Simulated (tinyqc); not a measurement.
Worked calculation: UHF in the sto-3g basis, for H2O, spin multiplicity 3. This run ends on a higher stationary point, not on the lowest solution. One step of it, computed by the program tinyqc.

Task: Iteration 2: diagonalisation and new density. Diagonalise F' = X^T F X, C = X C', fill 6 alpha and 4 beta electrons from the bottom; D(s) = C_occ C_occ^T; the new density keeps 0.7 of the old one (damping). Each column has its largest component positive (the first on a tie).

F(alpha) (hartree):
```
             1O 1s      1O 2s     1O 2px     1O 2py     1O 2pz      2H 1s      3H 1s
1O 1s   -19.988664  -5.133416   0.000000   0.000000  -0.014902  -0.432755  -0.432755
1O 2s    -5.133416  -2.305728   0.000000   0.000000  -0.033935  -0.485163  -0.485163
1O 2px    0.000000   0.000000  -0.353831   0.000000   0.000000   0.000000   0.000000
1O 2py    0.000000   0.000000   0.000000  -0.322928   0.000000  -0.211266   0.211266
1O 2pz   -0.014902  -0.033935   0.000000   0.000000  -0.213710  -0.189862  -0.189862
2H 1s    -0.432755  -0.485163   0.000000  -0.211266  -0.189862  -0.338119  -0.031263
3H 1s    -0.432755  -0.485163   0.000000   0.211266  -0.189862  -0.031263  -0.338119
```

F(beta) (hartree):
```
             1O 1s      1O 2s    1O 2px     1O 2py     1O 2pz      2H 1s      3H 1s
1O 1s   -19.958328  -5.089067  0.000000   0.000000  -0.015412  -0.429395  -0.429395
1O 2s    -5.089067  -2.099992  0.000000   0.000000  -0.043500  -0.454424  -0.454424
1O 2px    0.000000   0.000000  0.534132   0.000000   0.000000   0.000000   0.000000
1O 2py    0.000000   0.000000  0.000000  -0.153694   0.000000  -0.235208   0.235208
1O 2pz   -0.015412  -0.043500  0.000000   0.000000  -0.194686  -0.168713  -0.168713
2H 1s    -0.429395  -0.454424  0.000000  -0.235208  -0.168713  -0.014413  -0.087772
3H 1s    -0.429395  -0.454424  0.000000   0.235208  -0.168713  -0.087772  -0.014413
```

X:
```
                1          2          3         4          5          6         7
1O 1s   -0.469572   0.000000   0.653820  0.000000  -0.579108   0.000000  0.281883
1O 2s    0.895564   0.000000  -0.236310  0.000000  -0.271760   0.000000  0.514866
1O 2px   0.000000   0.000000   0.000000  1.000000   0.000000   0.000000  0.000000
1O 2py   0.000000   0.795064   0.000000  0.000000   0.000000   0.674840  0.000000
1O 2pz   0.337456   0.000000   0.695558  0.000000   0.630798   0.000000  0.204467
2H 1s   -0.525004  -0.640351  -0.270404  0.000000   0.229923   0.418943  0.378787
3H 1s   -0.525004   0.640351  -0.270404  0.000000   0.229923  -0.418943  0.378787
```

D(alpha) after iteration 1:
```
            1O 1s      1O 2s    1O 2px     1O 2py     1O 2pz      2H 1s      3H 1s
1O 1s    1.047919  -0.203857  0.000000   0.000000   0.031760  -0.040679  -0.040679
1O 2s   -0.203857   0.879454  0.000000   0.000000  -0.132675   0.115648   0.115648
1O 2px   0.000000   0.000000  1.000000   0.000000   0.000000   0.000000   0.000000
1O 2py   0.000000   0.000000  0.000000   1.087536   0.000000  -0.226402   0.226402
1O 2pz   0.031760  -0.132675  0.000000   0.000000   0.858708   0.117214   0.117214
2H 1s   -0.040679   0.115648  0.000000  -0.226402   0.117214   0.651100  -0.520025
3H 1s   -0.040679   0.115648  0.000000   0.226402   0.117214  -0.520025   0.651100
```

D(beta) after iteration 1:
```
            1O 1s      1O 2s    1O 2px     1O 2py     1O 2pz      2H 1s      3H 1s
1O 1s    1.047279  -0.200640  0.000000   0.000000   0.029046  -0.044397  -0.044397
1O 2s   -0.200640   0.863268  0.000000   0.000000  -0.118977   0.134348   0.134348
1O 2px   0.000000   0.000000  0.000000   0.000000   0.000000   0.000000   0.000000
1O 2py   0.000000   0.000000  0.000000   0.797362   0.000000   0.154478  -0.154478
1O 2pz   0.029046  -0.118977  0.000000   0.000000   0.912827   0.094932   0.094932
2H 1s   -0.044397   0.134348  0.000000   0.154478   0.094932   0.089358  -0.000219
3H 1s   -0.044397   0.134348  0.000000  -0.154478   0.094932  -0.000219   0.089358
```

overlap S:
```
           1O 1s     1O 2s    1O 2px     1O 2py    1O 2pz     2H 1s      3H 1s
1O 1s   1.000000  0.236704  0.000000   0.000000  0.000000  0.019665   0.019665
1O 2s   0.236704  1.000000  0.000000   0.000000  0.000000  0.241677   0.241677
1O 2px  0.000000  0.000000  1.000000   0.000000  0.000000  0.000000   0.000000
1O 2py  0.000000  0.000000  0.000000   1.000000  0.000000  0.193320  -0.193320
1O 2pz  0.000000  0.000000  0.000000   0.000000  1.000000  0.130953   0.130953
2H 1s   0.019665  0.241677  0.000000   0.193320  0.130953  1.000000   0.071376
3H 1s   0.019665  0.241677  0.000000  -0.193320  0.130953  0.071376   1.000000
```

Give: F' = X^T F X; orbital energies; coefficients C; F' = X^T F X; orbital energies; coefficients C; D(alpha) after iteration 2; D(beta) after iteration 2.

Result:

F' = X^T F X (alpha) (hartree):
```
         1        2        3        4        5        6        7
1  -1.5627   0.0000   3.3526   0.0000  -3.2439   0.0000   1.8553
2   0.0000  -0.0255   0.0000   0.0000   0.0000   0.0332   0.0000
3   3.3526   0.0000  -6.9222   0.0000   7.3132   0.0000  -4.7651
4   0.0000   0.0000   0.0000  -0.3538   0.0000   0.0000   0.0000
5  -3.2439   0.0000   7.3132   0.0000  -8.3496   0.0000   5.4177
6   0.0000   0.0332   0.0000   0.0000   0.0000  -0.4937   0.0000
7   1.8553   0.0000  -4.7651   0.0000   5.4177   0.0000  -4.4354
```

orbital energies (alpha) (hartree): MO1 -19.9981, MO2 -1.0837, MO3 -0.4960, MO4 -0.3538, MO5 -0.3400, MO6 -0.0232, MO7 0.1520

coefficients C (alpha):
```
            MO1      MO2      MO3     MO4      MO5      MO6      MO7
1O 1s    0.9942  -0.2479   0.0000  0.0000   0.0753   0.0000  -0.0853
1O 2s    0.0241   0.9376   0.0000  0.0000  -0.3568   0.0000   0.4357
1O 2px   0.0000   0.0000   0.0000  1.0000   0.0000   0.0000   0.0000
1O 2py   0.0000   0.0000   0.6172  0.0000   0.0000   0.8406   0.0000
1O 2pz   0.0016   0.0476   0.0000  0.0000   0.7559   0.0000   0.6810
2H 1s   -0.0033   0.1384   0.4630  0.0000   0.3663  -0.6092  -0.6259
3H 1s   -0.0033   0.1384  -0.4630  0.0000   0.3663   0.6092  -0.6259
```

F' = X^T F X (beta) (hartree):
```
         1        2        3       4        5        6        7
1  -1.3539   0.0000   3.3778  0.0000  -3.3557   0.0000   1.8411
2   0.0000   0.4420   0.0000  0.0000   0.0000  -0.0752   0.0000
3   3.3778   0.0000  -6.8709  0.0000   7.2943   0.0000  -4.8319
4   0.0000   0.0000   0.0000  0.5341   0.0000   0.0000   0.0000
5  -3.3557   0.0000   7.2943  0.0000  -8.2680   0.0000   5.4257
6   0.0000  -0.0752   0.0000  0.0000   0.0000  -0.3102   0.0000
7   1.8411   0.0000  -4.8319  0.0000   5.4257   0.0000  -4.2583
```

orbital energies (beta) (hartree): MO1 -19.9660, MO2 -0.8966, MO3 -0.3177, MO4 -0.2489, MO5 0.3605, MO6 0.4495, MO7 0.5341

coefficients C (beta):
```
            MO1      MO2      MO3      MO4      MO5      MO6     MO7
1O 1s    0.9948  -0.2442   0.0000   0.0616   0.0988   0.0000  0.0000
1O 2s    0.0216   0.9299   0.0000  -0.2808  -0.5028   0.0000  0.0000
1O 2px   0.0000   0.0000   0.0000   0.0000   0.0000   0.0000  1.0000
1O 2py   0.0000   0.0000   0.7499   0.0000   0.0000   0.7247  0.0000
1O 2pz   0.0015   0.0734   0.0000   0.8840  -0.5005   0.0000  0.0000
2H 1s   -0.0029   0.1448   0.3538   0.2174   0.6905  -0.6785  0.0000
3H 1s   -0.0029   0.1448  -0.3538   0.2174   0.6905   0.6785  0.0000
```

D(alpha) after iteration 2:
```
          1O 1s    1O 2s  1O 2px   1O 2py   1O 2pz    2H 1s    3H 1s
1O 1s    1.0502  -0.2133  0.0000   0.0000   0.0362  -0.0315  -0.0315
1O 2s   -0.2133   0.9177  0.0000   0.0000  -0.1604   0.0806   0.0806
1O 2px   0.0000   0.0000  1.0000   0.0000   0.0000   0.0000   0.0000
1O 2py   0.0000   0.0000  0.0000   1.0875   0.0000  -0.2264   0.2264
1O 2pz   0.0362  -0.1604  0.0000   0.0000   0.7732   0.1671   0.1671
2H 1s   -0.0315   0.0806  0.0000  -0.2264   0.1671   0.6774  -0.4937
3H 1s   -0.0315   0.0806  0.0000   0.2264   0.1671  -0.4937   0.6774
```

D(beta) after iteration 2:
```
          1O 1s    1O 2s  1O 2px   1O 2py   1O 2pz    2H 1s    3H 1s
1O 1s    1.0490  -0.2073  0.0000   0.0000   0.0318  -0.0385  -0.0385
1O 2s   -0.2073   0.8875  0.0000   0.0000  -0.1373   0.1161   0.1161
1O 2px   0.0000   0.0000  0.0000   0.0000   0.0000   0.0000   0.0000
1O 2py   0.0000   0.0000  0.0000   0.7269   0.0000   0.1877  -0.1877
1O 2pz   0.0318  -0.1373  0.0000   0.0000   0.8751   0.1273   0.1273
2H 1s   -0.0385   0.1161  0.0000   0.1877   0.1273   0.1206  -0.0172
3H 1s   -0.0385   0.1161  0.0000  -0.1877   0.1273  -0.0172   0.1206
```
